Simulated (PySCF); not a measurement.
# B3LYP/STO-6G run of CH2ClF (SMILES FCCl)

What is the vertical ionisation energy of CH2ClF at B3LYP/STO-6G? The job is set up through a Python script.

Program for the calculation: PySCF 2.14.0.

5 further runs of the same task are left out: 5 set aside as unsound or not needed.

## 1. The structure to begin with

CH2ClF has 5 atoms, charge 0, and is taken as a singlet. As SMILES, `FCCl`. The coordinates come from a PBE0-D4/def2-TZVP relaxation.

Bond lengths: F1–C2 1.355 Å, C2–Cl3 1.766 Å, C2–H4 1.089 Å, C2–H5 1.089 Å. Angles: F1–C2–Cl3 110.5°, F1–C2–H4 109.3°, F1–C2–H5 109.3°, Cl3–C2–H4 107.8°, Cl3–C2–H5 107.8°, H4–C2–H5 112.3°.

## 2. The energy at B3LYP/STO-6G

Input file run.py:

```python
from pyscf import gto, dft

system = gto.M(
    atom=[
    ('F', (-0.970450, 0.560520, 0.766500)),
    ('C', (0.083560, 0.089320, 0.058070)),
    ('Cl', (-0.422970, -1.232890, -0.998060)),
    ('H', (0.832130, -0.302600, 0.745580)),
    ('H', (0.477720, 0.885670, -0.572080)),
],
    verbose=3,
    max_memory=1860,
    spin=0,
    charge=0,
    basis='sto-6g',
)

mf = dft.RKS(system)
mf.xc = 'b3lyp'
mf.conv_tol = 1e-10
mf.grids.level = 5
mf.kernel()
if not mf.converged:
    mf = mf.newton().run(mf.mo_coeff, mf.mo_occ)

etot = mf.e_tot
print('Final energy', etot)
```

The run is started by

```bash
$ OMP_NUM_THREADS=1 python run.py
```

The program printed:

```text
converged SCF energy = -597.126025852288
Final energy -597.1260258522883
```

Wall time 3.3 s (1 thread of Arm Neoverse V2, shared host); peak memory 0.2 GiB.

## 3. The doublet cation at the same level

Input file input.py:

```python
from pyscf import gto, dft

mol = gto.M(
    atom='''
F       -0.970450       0.560520       0.766500
C        0.083560       0.089320       0.058070
Cl      -0.422970      -1.232890      -0.998060
H        0.832130      -0.302600       0.745580
H        0.477720       0.885670      -0.572080
''',
    basis='sto-6g',
    charge=1,
    max_memory=1860,
    verbose=3,
    spin=1,
)

myscf = dft.UKS(mol)
myscf.xc = 'b3lyp'
myscf.grids.level = 5
myscf.conv_tol = 1e-10
myscf.kernel()
if not myscf.converged:
    myscf = myscf.newton().run(myscf.mo_coeff, myscf.mo_occ)

etot = myscf.e_tot
print('E = %.10f Eh' % etot)
```

The run is started by

```bash
$ OMP_NUM_THREADS=1 python input.py
```

The program printed:

```text
converged SCF energy = -596.757614057998  <S^2> = 0.7509075  2S+1 = 2.0009073
E = -596.7576140580 Eh
```

Run time: 6.3 s. Hardware: 1 thread of Arm Neoverse V2, shared host; peak memory 0.21 GiB.

## 4. Results

At B3LYP/STO-6G:

```
                                          quantity          value
                      singlet CH2ClF: total energy  -597.12603 Eh
                     singlet CH2ClF: dipole moment         1.96 D
                       singlet CH2ClF: HOMO energy       -6.26 eV
                       singlet CH2ClF: LUMO energy        3.95 eV
                     singlet CH2ClF: HOMO–LUMO gap       10.21 eV
                      doublet cation: total energy  -596.75761 Eh
doublet cation: HOMO energy (highest over α and β)      -15.85 eV
 doublet cation: LUMO energy (lowest over α and β)      -13.74 eV
                              doublet cation: ⟨S²⟩          0.751
vertical ionisation energy (to the doublet cation)      10.025 eV
```

**Reading.** Removing an electron at fixed nuclei costs 10.02 eV (231 kcal/mol). −ε(HOMO) before ionisation, 6.26 eV, is 3.76 eV below this ionisation energy. In a minimal basis such a difference can be off by several eV, whatever the method. Mulliken charges (doublet cation) run from +0.00 on C2 to +0.32 on Cl3; they depend strongly on the basis.
